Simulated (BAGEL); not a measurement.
# UHF/6-31G(d) (density fitting with qzvpp-jkfit, spherical functions) run of SiNH4O (SMILES N[SiH]O)

Aim: the vertical ionisation energy of SiNH4O at UHF/6-31G* (density fitting with qzvpp-jkfit, spherical functions), from 2 runs. 

Program for the calculation: BAGEL 1.2.2.

3 further runs of the same task are left out: 2 that didn't finish, 1 set aside as unsound or not needed. Runs told in other sessions of the task aren't counted.

## 1. The structure to begin with

SiNH4O: 7 atoms, total charge 0, spin state doublet. As SMILES, `N[SiH]O`. The shape is that of a PBE0-D4/def2-TZVP optimisation. This is one conformer, not always the lowest.

Bond lengths: N1–Si2 1.723 Å, Si2–O3 1.649 Å, N1–H4 1.008 Å, N1–H5 1.009 Å, Si2–H6 1.500 Å, O3–H7 0.961 Å. Angles: N1–Si2–O3 109.4°, N1–Si2–H6 104.3°, O3–Si2–H6 112.7°, Si2–N1–H4 120.5°, Si2–N1–H5 118.7°, Si2–O3–H7 115.8°, H4–N1–H5 110.8°.

## 2. The energy at UHF/6-31G(d) (density fitting with qzvpp-jkfit, spherical functions)

File calc.json:

```json
{ "bagel": [

{
  "title": "molecule",
  "basis": "6-31gs.json",
  "df_basis": "qzvpp-jkfit",
  "angstrom": true,
  "geometry": [
    { "atom": "N", "xyz": [   -0.694900,    0.548300,   -0.575200 ] },
    { "atom": "Si", "xyz": [    0.293100,    0.159000,    0.781300 ] },
    { "atom": "O", "xyz": [    1.622900,   -0.672400,    0.270300 ] },
    { "atom": "H", "xyz": [   -0.355900,    1.168100,   -1.294800 ] },
    { "atom": "H", "xyz": [   -1.685800,    0.673200,   -0.432900 ] },
    { "atom": "H", "xyz": [   -0.599100,   -0.661900,    1.664700 ] },
    { "atom": "H", "xyz": [    1.480900,   -1.282400,   -0.459000 ] }
  ]
},
{
  "title": "uhf",
  "nopen": 1
},
{
  "title": "print",
  "file": "orbitals.molden",
  "orbitals": true
}

]}
```

The basis set 6-31G* is read from a file made from the Basis Set Exchange's data (not shown).

On the command line:

```bash
$ BAGEL_NUM_THREADS=1 BAGEL calc.json > calc.out
```

What it wrote:

```text
* using 1 threads per process

  ===============================================================
  ===============================================================

  *** Geometry ***

  { "atom" : "N", "xyz" : [     -1.313171,      1.036137,     -1.086970 ] },
  { "atom" : "Si", "xyz" : [      0.553879,      0.300466,      1.476443 ] },
  { "atom" : "O", "xyz" : [      3.066837,     -1.270652,      0.510793 ] },
  { "atom" : "H", "xyz" : [     -0.672554,      2.207389,     -2.446817 ] },
  { "atom" : "H", "xyz" : [     -3.185700,      1.272164,     -0.818062 ] },
  { "atom" : "H", "xyz" : [     -1.132135,     -1.250810,      3.145827 ] },
  { "atom" : "H", "xyz" : [      2.798495,     -2.423385,     -0.867384 ] },

  Number of auxiliary basis functions:      354

  Since a DF basis is specified, we compute 2- and 3-index integrals:
    o Being stored without compression. Storage requirement is 0.008 GB

  Number of basis functions:       54
  Number of electrons      :       33

    * METHOD: MOLECULE                             0.09

  *** Open-shell HF ***

  === Nuclear Repulsion ===
   111.0336687933

      * DIIS with orbital gradients will be used.

  === UHF iteration (6-31gs.json) ===
      0       -420.30197652          0.06618973           0.03
      1       -420.47632103          0.04035762           0.03
      2       -420.53464569          0.02478872           0.03
      3       -420.56788869          0.00137497           0.03
      4       -420.56835045          0.00061679           0.03
      5       -420.56841696          0.00021660           0.03
      6       -420.56844436          0.00006326           0.03
      7       -420.56844859          0.00001761           0.03
      8       -420.56844923          0.00000664           0.03
      9       -420.56844940          0.00000282           0.03
     10       -420.56844943          0.00000135           0.03
     11       -420.56844943          0.00000083           0.03
     12       -420.56844943          0.00000023           0.03
     13       -420.56844943          0.00000008           0.03
     14       -420.56844943          0.00000004           0.03
     15       -420.56844943          0.00000002           0.03
     16       -420.56844943          0.00000001           0.03
    * SCF iteration converged.

    * S^2 (UHF) is 0.7536

    * Permanent dipole moment:
           (    0.630358,    -0.275472,     0.603106) a.u.

    * METHOD: UHF                                  0.57

    * METHOD: PRINT                                0.01

  ===============================================================
```

Wall time 0.78 s (1 thread of Arm Neoverse V2, shared host).

## 3. The singlet cation

File input.json:

```json
{ "bagel": [

{
  "title": "molecule",
  "basis": "6-31gs.json",
  "df_basis": "qzvpp-jkfit",
  "angstrom": true,
  "geometry": [
    { "atom": "N", "xyz": [   -0.694900,    0.548300,   -0.575200 ] },
    { "atom": "Si", "xyz": [    0.293100,    0.159000,    0.781300 ] },
    { "atom": "O", "xyz": [    1.622900,   -0.672400,    0.270300 ] },
    { "atom": "H", "xyz": [   -0.355900,    1.168100,   -1.294800 ] },
    { "atom": "H", "xyz": [   -1.685800,    0.673200,   -0.432900 ] },
    { "atom": "H", "xyz": [   -0.599100,   -0.661900,    1.664700 ] },
    { "atom": "H", "xyz": [    1.480900,   -1.282400,   -0.459000 ] }
  ]
},
{
  "title": "hf",
  "charge": 1
},
{
  "title": "print",
  "file": "orbitals.molden",
  "orbitals": true
}

]}
```

The basis set 6-31G* is read from a file made from the Basis Set Exchange's data (not shown).

On the command line:

```bash
$ BAGEL_NUM_THREADS=1 BAGEL input.json > input.out
```

What it wrote:

```text
* using 1 threads per process

  ===============================================================
  ===============================================================

  *** Geometry ***

  { "atom" : "N", "xyz" : [     -1.313171,      1.036137,     -1.086970 ] },
  { "atom" : "Si", "xyz" : [      0.553879,      0.300466,      1.476443 ] },
  { "atom" : "O", "xyz" : [      3.066837,     -1.270652,      0.510793 ] },
  { "atom" : "H", "xyz" : [     -0.672554,      2.207389,     -2.446817 ] },
  { "atom" : "H", "xyz" : [     -3.185700,      1.272164,     -0.818062 ] },
  { "atom" : "H", "xyz" : [     -1.132135,     -1.250810,      3.145827 ] },
  { "atom" : "H", "xyz" : [      2.798495,     -2.423385,     -0.867384 ] },

  Number of auxiliary basis functions:      354

  Since a DF basis is specified, we compute 2- and 3-index integrals:
    o Being stored without compression. Storage requirement is 0.008 GB

  Number of basis functions:       54
  Number of electrons      :       33

    * METHOD: MOLECULE                             0.09

  *** RHF ***

  === Nuclear Repulsion ===
   111.0336687933

      * DIIS with orbital gradients will be used.

  === RHF iteration (6-31gs.json) ===
      0       -420.03493881          0.03312001           0.01
      1       -420.19204225          0.02207461           0.01
      2       -420.29037837          0.00189412           0.01
      3       -420.29169686          0.00034203           0.01
      4       -420.29176227          0.00012322           0.01
      5       -420.29177579          0.00005243           0.01
      6       -420.29177784          0.00002207           0.01
      7       -420.29177817          0.00000775           0.01
      8       -420.29177822          0.00000231           0.01
      9       -420.29177822          0.00000102           0.01
     10       -420.29177822          0.00000040           0.01
     11       -420.29177822          0.00000011           0.01
     12       -420.29177822          0.00000004           0.01
     13       -420.29177822          0.00000001           0.01
     14       -420.29177822          0.00000001           0.01
    * SCF iteration converged.

    * Permanent dipole moment:
           (    0.864451,    -0.859216,    -0.243512) a.u.

    * METHOD: HF                                   0.28

    * METHOD: PRINT                                0.01

  ===============================================================
```

It took 0.5 s on 1 thread of Arm Neoverse V2, shared host.

## 4. Outcome

At UHF/6-31G* (density fitting with qzvpp-jkfit, spherical functions):

| quantity | value |
| --- | --- |
| doublet SiNH4O: total energy | -420.56845 Eh |
| doublet SiNH4O: dipole moment | 2.33 D |
| doublet SiNH4O: ⟨S²⟩ | 0.754 |
| singlet cation: total energy | -420.29178 Eh |
| singlet cation: HOMO energy | -18.01 eV |
| singlet cation: LUMO energy | -6.65 eV |
| singlet cation: HOMO–LUMO gap | 11.35 eV |
| vertical ionisation energy (to the singlet cation) | 7.529 eV |

**Reading.** Removing an electron at fixed nuclei costs 7.53 eV (174 kcal/mol).
